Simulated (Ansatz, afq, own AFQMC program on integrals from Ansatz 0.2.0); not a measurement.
Integrals from Ansatz 0.2.0, then the random walk in our own AFQMC program (afq).

```yaml
crystal:
  periodic: [false, false, false]
  atoms:
    - {symbol: Si, position_ang: [0.000000, 0.000000, 1.274311]}
    - {symbol: Al, position_ang: [0.000000, 0.000000, -1.178752]}
    - {symbol: H, position_ang: [0.000000, -1.380606, -1.976865]}
    - {symbol: H, position_ang: [0.000000, 1.380606, -1.976865]}
basis:
  gaussian: {orbitals: cc-pVTZ}
magnetization: {spin_polarized: false, initial_magnetization: 1}
correlation: {method: ccsd_t, electrons: outside_noble_gas, hamiltonian_folder: ham}
```

```sh
$ ansatz run in.yaml --threads 1 --pin off --events-out ev --progress --plain --max-ram 16896MiB --backend cuda --devices 0, --max-vram 18GiB
```

afq runs on the folder ham with

```
--method free --trial cisd --walkers 800 --time-step 0.03 --max-blocks 4000 --target-error 0.00036 --factor-cut 1e-05 --seed 4445 --times 0,0.3,0.6,1.2,1.8,2.4,3.6,4.8,6 --taylor-order 8
```

Times are imaginary, in 1/Eh. The walk had a cap of 119 s.

Log:

```
orbitals 86  electrons 5 4  factors 564 of 579
reference energy -531.94147622 Eh
CCSD correlation -0.19535943 Eh in 12 cycles, weight of the determinant in the CISD state 0.8596
repeat  energy at the last time / Eh  error
    10  -532.144879  0.000852
    20  -532.145419  0.000611
    30  -532.145356  0.000466
    40  -532.145263  0.000392
    50  -532.145098  0.000332
time / (1/Eh)  energy / Eh  error  mean overlap
  0.00  -532.136799  0.000031  1.1631
  0.30  -532.140405  0.000053  1.1620
  0.60  -532.142265  0.000048  1.1608
  1.20  -532.143896  0.000067  1.1664
  1.80  -532.144546  0.000076  1.1720
  2.40  -532.144960  0.000127  1.1698
  3.60  -532.145288  0.000155  1.1602
  4.80  -532.145424  0.000241  1.1668
  6.00  -532.145089  0.000325  1.2059
energy -532.145089 +/- 0.000325 Eh
```

The run passed its tests (error under three times the target), which doesn't prove that it has relaxed.

Against this walk (error 8.9 meV) on the same determinant: CCSD(T) 38.9 meV higher, CCSDT(Q) 10.9 meV lower (within the noise). The error is statistical, and a free projection of finite length keeps a remainder of its start. The last points scatter (meV from the last: 14.8 ± 2.1 at 1.80, 3 ± 3 at 2.40, -5 ± 4 at 3.60, -9 ± 7 at 4.80, 0 ± 9 at 6.00); the last is the one printed as the energy, and the gaps above move with that scatter.

Cautions: remainder of the start not in the error; a spin-contaminated unrestricted determinant lies lower (UHF 260 meV lower, ⟨S²⟩ 1.32).

The walk took 88 s on 1 × NVIDIA H100 80GB HBM3 with 2 threads of AMD EPYC 7R13 Processor (Zen 3), on a shared host (the card was shared). The log's last line is the free-projection energy.

CCSDT and higher add their correlation energy to the determinant of the CCSD(T) run, since their own runs factorise the integrals more tightly (a shift of under 2 meV). A walk keeps the symmetry of its determinant, which the program's search chose and which needn't be the lowest solution, so a lower state of the same spin and another symmetry isn't excluded.
